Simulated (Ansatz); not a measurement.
in.yaml

```yaml
crystal:
  periodic: [false, false, false]
  atoms:
    - {symbol: Si, position_ang: [0.000000, 0.000000, -1.757378]}
    - {symbol: B, position_ang: [0.000000, 0.000000, 5.030622]}
    - {symbol: H, position_ang: [0.000000, 0.000000, -3.273243]}
basis:
  gaussian: {orbitals: STO-3G}
hamiltonian: {pseudopotentials: {relativity: none}}
correlation: {active_space: {ras: {orbitals: [4, 0, 5], electrons: 8, max_holes: 4, max_particles: 4}, fixed_orbitals: true}}
```

```sh
$ ansatz run in.yaml --threads 1 --pin off --events-out ev --progress --plain --max-ram 2393MiB
```

Roughly how long does this take on 1 thread of Arm Neoverse V1, shared host, and how much host memory?

0.48 s wall and 0.18 GiB.

```
160 factors; integrals over basis functions are off by at most 1.4e-5 eV
mean field evaluation 1: about -8429.1822 eV, gradient 6.0e0 eV
mean field evaluation 2: about -8429.1866 eV, gradient 6.0e0 eV
mean field evaluation 4: about -8429.2397 eV, gradient 4.5e0 eV
mean field evaluation 8: about -8429.2631 eV, gradient 3.8e0 eV
mean field evaluation 16: about -8434.9432 eV, gradient 3.4e-6 eV
mean field evaluation 32: about -8434.9540 eV, gradient 1.2e-2 eV
mean field evaluation 64: about -8434.8951 eV, gradient 2.3e0 eV
mean field evaluation 96: about -8434.9530 eV, gradient 2.3e-1 eV
mean field -8434.95416123 eV, -309.9788480079 hartree, gradient 1.4e-6 eV, S^2 0.000000; 10 other end points of the search recorded, 0 dependent functions left out
reference -8434.95416123 eV, -309.9788480079 hartree; 10, 10 occupied and 5, 5 virtual orbitals, 160 factors
state -8443.11071952 eV, -310.2785959965 hartree
Total energy: -8443.11071952 eV, -310.2785959965 hartree
```

Natural occupations: 1.9757 1.9568 1.8890 1.0076 0.9924 0.0555 0.0555 0.0355 0.0321.
